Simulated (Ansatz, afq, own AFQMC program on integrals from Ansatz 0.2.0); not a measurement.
SiNH$_{2}$, doublet in cc-pVDZ, levels against CCSDT(Q)

```yaml
atoms:
  - { symbol: Si, position_ang: [0.0000, 0.0000, 0.5734] }
  - { symbol: N, position_ang: [0.0000, 0.0000, -0.9336] }
  - { symbol: H, position_ang: [0.0000, 0.8350, -1.5026] }
  - { symbol: H, position_ang: [0.0000, -0.8350, -1.5026] }
```

Connectivity, by distances: Si–NH2.

Basis cc-pVDZ. Noble-gas cores (and the filled d shells of Ga–Kr and In–Xe) are frozen. Ansatz 0.2.0 and our own AFQMC program on the same integrals; the CISD trial comes from CCSD amplitudes, and released means the phaseless constraint is let go. Error bars are statistical, one sigma.

Determinant: UHF, the one that the program's search chose, which needn't be the lowest solution. The geometry is a point of a scan.

No full CI on the walks' own integrals is used here; CCSDT(Q) serves as the reference and is uncertain by about the last step of the cluster series.

```
T1 diagnostic                               : 0.0162
weight of the determinant in the CISD state : 0.886
⟨S²⟩ of the determinant                     : 0.771
size of the correlated space                : 11 electrons in 36 orbitals
```

Reference: CCSDT(Q), correlation energy -7.302 eV. The released energy is read at 2.40 1/Eh (meV from the phaseless value at times in 1/Eh: -7 ± 10 at 0.24, -9 ± 10 at 0.51, -25 ± 11 at 0.99, -43 ± 15 at 1.62, -21 ± 16 at 2.40).

```tsv
level	E − E(reference) (mEh)	share of correlation (%)
HF	268.33	0.00
MP2	33.67	87.45
CCSD	8.10	96.98
CCSD(T)	1.23	99.54
CCSDT	0.61	99.77
ph-AFQMC/HF	-1.81 ± 2.63	100.67
ph-AFQMC/CISD	1.00 ± 0.38	99.63
released AFQMC	0.21 ± 0.60	99.92
```

A walk keeps the symmetry of its determinant, which the program's search chose and which needn't be the lowest solution, so a lower state of the same spin and another symmetry isn't excluded. Released energies are given only where the last usable release times agree within the noise; a slower fall can still hide under it.
